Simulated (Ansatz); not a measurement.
Ansatz (a first-principles code) input (PBE0/cc-pVDZ):

Ansatz 0.2 input:
```yaml
crystal:
  periodic: [false, false, false]
  atoms:
    - {symbol: O, position_ang: [0.05728725, 0.81312084, -0.03996413]}
    - {symbol: O, position_ang: [0.04221979, -0.70897730, -0.01520246]}
    - {symbol: H, position_ang: [-0.79605634, -0.83314830, 0.44133267]}
basis:
  gaussian:
    orbitals: cc-pVDZ
hamiltonian:
  xc: {name: PBE0}
total_charge: -1
magnetization: {spin_polarized: false}
```

Output:

```
Functional definition: PBE0
integrals: 0.00 GiB planned
328 factors; their error is unknown
mean field: 0.07 GiB planned
mean field evaluation 1: about -4100.7839 eV, gradient 2.3e1 eV
mean field evaluation 2: about -4099.6223 eV, gradient 3.6e1 eV
mean field evaluation 4: about -4101.8016 eV, gradient 1.2e0 eV
mean field evaluation 8: about -4101.7956 eV, gradient 1.1e-2 eV
mean field -4101.79559319 eV, -150.7382077530 hartree, gradient 4.8e-5 eV, S^2 0.000000; 0 other end points of the search recorded, 0 dependent functions left out
reference -4101.79560326 eV, -150.7382081228 hartree; 9, 9 occupied and 24, 24 virtual orbitals, 328 factors
Total energy: -4101.79560326 eV, -150.7382081228 hartree
```
